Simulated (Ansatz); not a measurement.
**C3H6OS: rotation by 120° about the C1–O2 bond, part 1 of 2**

Wanted: the energy profile along the rotation by 120° about the C1–O2 bond, from relaxed end points and a band of images. SMILES of the start: COC=CS.

Program: Ansatz 0.2.0. Level of theory: RKS PBE0-D4/def2-SVP. These are calculated values, not measurements.

### 1 Starting point

Bond lengths: C1–O2 1.396 Å, O2–C3 1.340 Å, C3–C4 1.398 Å, C4–S5 1.652 Å, C1–H6 1.138 Å, C1–H7 1.060 Å, C1–H8 1.152 Å, C3–H9 1.147 Å, C4–H10 1.096 Å, S5–H11 1.303 Å. Angles: C1–O2–C3 110.9°, O2–C1–H6 107.4°, O2–C1–H7 115.2°, O2–C1–H8 109.3°, H6–C1–H7 110.1°, H6–C1–H8 103.8°, H7–C1–H8 110.4°, O2–C3–C4 125.4°, O2–C3–H9 116.3°, C4–C3–H9 118.3°, C3–C4–S5 125.9°, C3–C4–H10 112.2°, S5–C4–H10 121.9°, C4–S5–H11 98.7°.

As a file:

```xyz
11

C    -1.7701    0.3913    0.9068
O    -1.0779   -0.0264   -0.2309
C     0.2459    0.0833   -0.0532
C     1.2225   -0.4619   -0.8913
S     2.8566   -0.3456   -0.6766
H    -2.8818    0.3095    0.6789
H    -1.5407   -0.1400    1.7947
H    -1.6041    1.5207    1.0602
H     0.5874    0.6663    0.8732
H     0.7861   -1.0239   -1.7246
H     3.2416   -1.0302   -1.7164
```

### 2 Relaxing end A

Input file input.yaml:

```yaml
crystal:
  periodic: [false, false, false]
  atoms:
    - { symbol: C, position_ang: [-1.7701, 0.3913, 0.9068] }
    - { symbol: O, position_ang: [-1.0779, -0.0264, -0.2309] }
    - { symbol: C, position_ang: [0.2459, 0.0833, -0.0532] }
    - { symbol: C, position_ang: [1.2225, -0.4619, -0.8913] }
    - { symbol: S, position_ang: [2.8566, -0.3456, -0.6766] }
    - { symbol: H, position_ang: [-2.8818, 0.3095, 0.6789] }
    - { symbol: H, position_ang: [-1.5407, -0.14, 1.7947] }
    - { symbol: H, position_ang: [-1.6041, 1.5207, 1.0602] }
    - { symbol: H, position_ang: [0.5874, 0.6663, 0.8732] }
    - { symbol: H, position_ang: [0.7861, -1.0239, -1.7246] }
    - { symbol: H, position_ang: [3.2416, -1.0302, -1.7164] }
basis:
  gaussian: { orbitals: def2-SVP }
hamiltonian:
  xc: pbe0
  dispersion: d4
relax:
  f_tol: 0.015
  max_steps: 40
```

Started as:

```bash
$ ansatz run input.yaml --threads 2 --pin off --max-ram 3072MiB --backend cpu --events-out ev --progress --plain --runs-dir out
```

What it wrote (excerpt; [...] marks lines left out):

```text
Warning: RAYON_NUM_THREADS=2 ignored (pool sized by the plan → 2); use --threads N
[...]
Functional definition: PBE0
[...]
1146 factors; integrals over basis functions are off by at most 4.3e-4 eV
[...]
mean field -16072.37318632 eV, -590.6488203515 hartree, gradient 5.0e-5 eV, S^2 0.000000; 0 other end points of the search recorded, 0 dependent functions left out
[...]
reference -16072.37321155 eV, -590.6488212787 hartree; 24, 24 occupied and 80, 80 virtual orbitals, 1146 factors
relax step   1: F+E_penalty+E_count = -16072.54334289 eV  Δ(F+E_penalty+E_count) = +0.000e0 eV  max|allowed force component| = 5.821e0 eV/Å  Δτ_max = 0.0000 Å  (26 SCF iters, accepted)
[...]
relax step   3: F+E_penalty+E_count = -16073.02610815 eV  Δ(F+E_penalty+E_count) = -8.511e-2 eV  max|allowed force component| = 3.820e-1 eV/Å  Δτ_max = 0.0759 Å  (30 SCF iters, accepted)
[...]
relax step   5: F+E_penalty+E_count = -16073.04915397 eV  Δ(F+E_penalty+E_count) = -2.305e-2 eV  max|allowed force component| = 8.838e-2 eV/Å  Δτ_max = 0.0999 Å  (30 SCF iters, accepted)
[...]
relax step   7: F+E_penalty+E_count = -16073.07925251 eV  Δ(F+E_penalty+E_count) = -1.999e-2 eV  max|allowed force component| = 2.762e-1 eV/Å  Δτ_max = 0.1500 Å  (31 SCF iters, accepted)
[...]
relax step   9: F+E_penalty+E_count = -16073.11240709 eV  Δ(F+E_penalty+E_count) = -1.233e-3 eV  max|allowed force component| = 7.277e-1 eV/Å  Δτ_max = 0.1996 Å  (30 SCF iters, accepted)
[...]
relax step  10: F+E_penalty+E_count = -16073.13005541 eV  Δ(F+E_penalty+E_count) = -1.765e-2 eV  max|allowed force component| = 1.519e-1 eV/Å  Δτ_max = 0.2000 Å  (31 SCF iters, accepted)
[...]
1146 factors; integrals over basis functions are off by at most 3.5e-4 eV
```

### 3 The output, continued: end point A relaxed

Output, continued (excerpt; [...] marks lines left out):

```text
mean field -16072.96271763 eV, -590.6704852274 hartree, gradient 1.1e-5 eV, S^2 0.000000; 0 other end points of the search recorded, 0 dependent functions left out
[...]
reference -16072.96274313 eV, -590.6704861648 hartree; 24, 24 occupied and 80, 80 virtual orbitals, 1146 factors
relax step  11: F+E_penalty+E_count = -16073.13272175 eV  Δ(F+E_penalty+E_count) = -2.666e-3 eV  max|allowed force component| = 1.209e-1 eV/Å  Δτ_max = 0.1073 Å  (30 SCF iters, accepted)
[...]
relax step  16: F+E_penalty+E_count = -16073.13434585 eV  Δ(F+E_penalty+E_count) = -1.857e-5 eV  max|allowed force component| = 1.523e-2 eV/Å  Δτ_max = 0.0059 Å  (23 SCF iters, accepted)
[...]
relax step  17: F+E_penalty+E_count = -16073.13435389 eV  Δ(F+E_penalty+E_count) = -8.034e-6 eV  max|allowed force component| = 5.233e-3 eV/Å  Δτ_max = 0.0025 Å  (21 SCF iters, accepted)
[...]
Atom 1 at    -1.054393     0.015969    -0.211813 Å, force    -0.000085     0.000431     0.003018 eV/Å
Atom 2 at     0.281053     0.104534    -0.136850 Å, force     0.003142     0.001233     0.000385 eV/Å
Atom 3 at     1.088559    -0.394153    -1.083576 Å, force    -0.005233    -0.002363    -0.001474 eV/Å
Atom 4 at     2.814834    -0.044795    -1.049641 Å, force     0.004609    -0.002322     0.000595 eV/Å
Atom 5 at    -2.833415     0.341093     0.691762 Å, force    -0.000212     0.000401     0.000025 eV/Å
Atom 6 at    -1.565227    -0.292779     1.783345 Å, force    -0.000306     0.000260    -0.000313 eV/Å
Atom 7 at    -1.521632     1.422091     1.250333 Å, force     0.000576    -0.001026    -0.000292 eV/Å
Atom 8 at     0.693315     0.636328     0.732377 Å, force    -0.000624    -0.000133    -0.000126 eV/Å
Atom 9 at     0.661266    -0.917756    -1.944326 Å, force     0.000348     0.000335     0.000848 eV/Å
Atom 10 at     3.266575    -1.317965    -0.950111 Å, force    -0.001809     0.003820    -0.000473 eV/Å
Dipole moment:    -0.310806    -0.062619     0.379594 e Å
```

Run time: 48 s. Hardware: 2 threads of Arm Neoverse V1, shared host; peak memory 0.23 GiB.

The steps of the relaxation:

```
step  energy from step 1 (eV)  largest force component (eV/Å)
   1                   0.0000                          5.8212
   2                  -0.3977                          2.7566
   3                  -0.4828                          0.3820
  4x                  -0.4681                          0.1776
   5                  -0.5058                          0.0884
   6                  -0.5159                          0.1714
   7                  -0.5359                          0.2762
   8                  -0.5678                          0.3856
   9                  -0.5691                          0.7277
  10                  -0.5867                          0.1519
  11                  -0.5894                          0.1209
  12                  -0.5906                          0.0351
  13                  -0.5907                          0.0391
  14                  -0.5909                          0.0258
  15                  -0.5910                          0.0224
  16                  -0.5910                          0.0152
  17                  -0.5910                          0.0052
```

Step 1 is the start. 1 step was tried and not accepted (marked x).

After: Bond lengths: C1–O2 1.404 Å, O2–C3 1.340 Å, C3–C4 1.341 Å, C4–S5 1.762 Å, C1–H6 1.097 Å, C1–H7 1.104 Å, C1–H8 1.105 Å, C3–H9 1.099 Å, C4–H10 1.094 Å, S5–H11 1.355 Å. Angles: C1–O2–C3 116.2°, O2–C1–H6 107.2°, O2–C1–H7 111.7°, O2–C1–H8 111.6°, H6–C1–H7 108.7°, H6–C1–H8 108.7°, H7–C1–H8 108.8°, O2–C3–C4 122.4°, O2–C3–H9 116.7°, C4–C3–H9 120.8°, C3–C4–S5 120.2°, C3–C4–H10 119.9°, S5–C4–H10 119.5°, C4–S5–H11 98.2°.

### 4 Relaxing end B

The second end starts from a geometry with the move made by hand.

Input file input.yaml:

```yaml
crystal:
  periodic: [false, false, false]
  atoms:
    - { symbol: C, position_ang: [-1.7701, 0.3913, 0.9068] }
    - { symbol: O, position_ang: [-1.0779, -0.0264, -0.2309] }
    - { symbol: C, position_ang: [-1.41495, 0.71463, -1.29548] }
    - { symbol: C, position_ang: [-0.74565, 0.71931, -2.52244] }
    - { symbol: S, position_ang: [-1.14234, 1.63732, -3.83766] }
    - { symbol: H, position_ang: [-2.8818, 0.3095, 0.6789] }
    - { symbol: H, position_ang: [-1.5407, -0.14, 1.7947] }
    - { symbol: H, position_ang: [-1.6041, 1.5207, 1.0602] }
    - { symbol: H, position_ang: [-2.32274, 1.40339, -1.16801] }
    - { symbol: H, position_ang: [0.12274, 0.05106, -2.52286] }
    - { symbol: H, position_ang: [-0.19604, 1.24662, -4.64385] }
basis:
  gaussian: { orbitals: def2-SVP }
hamiltonian:
  xc: pbe0
  dispersion: d4
relax:
  f_tol: 0.015
  max_steps: 40
```

Started as:

```bash
$ ansatz run input.yaml --threads 2 --pin off --max-ram 3072MiB --backend cpu --events-out ev --progress --plain --runs-dir out
```

What it wrote (excerpt; [...] marks lines left out):

```text
Warning: RAYON_NUM_THREADS=2 ignored (pool sized by the plan → 2); use --threads N
[...]
Functional definition: PBE0
[...]
1146 factors; integrals over basis functions are off by at most 4.3e-4 eV
[...]
mean field -16072.33045443 eV, -590.6472499834 hartree, gradient 3.7e-5 eV, S^2 0.000000; 0 other end points of the search recorded, 0 dependent functions left out
[...]
reference -16072.33047920 eV, -590.6472508936 hartree; 24, 24 occupied and 80, 80 virtual orbitals, 1146 factors
relax step   1: F+E_penalty+E_count = -16072.50136581 eV  Δ(F+E_penalty+E_count) = +0.000e0 eV  max|allowed force component| = 5.453e0 eV/Å  Δτ_max = 0.0000 Å  (26 SCF iters, accepted)
[...]
relax step   4: F+E_penalty+E_count = -16073.03843043 eV  Δ(F+E_penalty+E_count) = -1.033e-2 eV  max|allowed force component| = 2.232e-1 eV/Å  Δτ_max = 0.0774 Å  (30 SCF iters, accepted)
[...]
Atom 1 at    -1.122991     0.052405    -0.242729 Å, force    -0.003640     0.003044     0.002713 eV/Å
Atom 2 at    -1.396180     0.708308    -1.379269 Å, force    -0.001173     0.000301     0.001690 eV/Å
Atom 3 at    -0.733396     0.474791    -2.520903 Å, force     0.000816     0.003033    -0.010357 eV/Å
Atom 4 at    -1.276700     1.209056    -4.027838 Å, force     0.003432    -0.001599     0.008545 eV/Å
Atom 5 at    -2.898665     0.419833     0.779732 Å, force    -0.000059     0.001335     0.000547 eV/Å
Atom 6 at    -1.501065    -0.165625     1.730963 Å, force    -0.001354    -0.000741     0.000175 eV/Å
Atom 7 at    -1.540002     1.530749     1.164004 Å, force     0.001135    -0.000079     0.001663 eV/Å
Atom 8 at    -2.213470     1.442249    -1.343283 Å, force    -0.001610    -0.002893    -0.000190 eV/Å
Atom 9 at     0.074876    -0.262616    -2.541838 Å, force    -0.000185    -0.000506     0.002376 eV/Å
Atom 10 at    -0.162481     1.928056    -4.304196 Å, force    -0.001569    -0.000555    -0.000996 eV/Å
Dipole moment:    -0.035125     0.175184     0.460032 e Å
```

It took 40 s on 2 threads of Arm Neoverse V1, shared host; peak memory 0.23 GiB.

The steps of the relaxation:

```
step  energy from step 1 (eV)  largest force component (eV/Å)
   1                   0.0000                          5.4529
   2                  -0.4308                          2.4300
   3                  -0.5267                          0.4168
   4                  -0.5371                          0.2232
   5                  -0.5506                          0.4019
   6                  -0.5879                          0.5167
   7                  -0.6153                          0.4513
   8                  -0.6239                          0.2222
  9x                  -0.5626                          0.6817
  10                  -0.6309                          0.1594
  11                  -0.6312                          0.1621
  12                  -0.6320                          0.1508
  13                  -0.6326                          0.0260
  14                  -0.6327                          0.0104
```

Step 1 is the start. 1 step was tried and not accepted (marked x).

After: Bond lengths: C1–O2 1.404 Å, O2–C3 1.340 Å, C3–C4 1.341 Å, C4–S5 1.762 Å, C1–H6 1.105 Å, C1–H7 1.097 Å, C1–H8 1.104 Å, C3–H9 1.099 Å, C4–H10 1.094 Å, S5–H11 1.355 Å. Angles: C1–O2–C3 116.2°, O2–C1–H6 111.6°, O2–C1–H7 107.2°, O2–C1–H8 111.7°, H6–C1–H7 108.7°, H6–C1–H8 108.9°, H7–C1–H8 108.7°, O2–C3–C4 122.4°, O2–C3–H9 116.8°, C4–C3–H9 120.8°, C3–C4–S5 120.2°, C3–C4–H10 119.9°, S5–C4–H10 119.5°, C4–S5–H11 98.2°.

(Continued in part 2 of 2.)
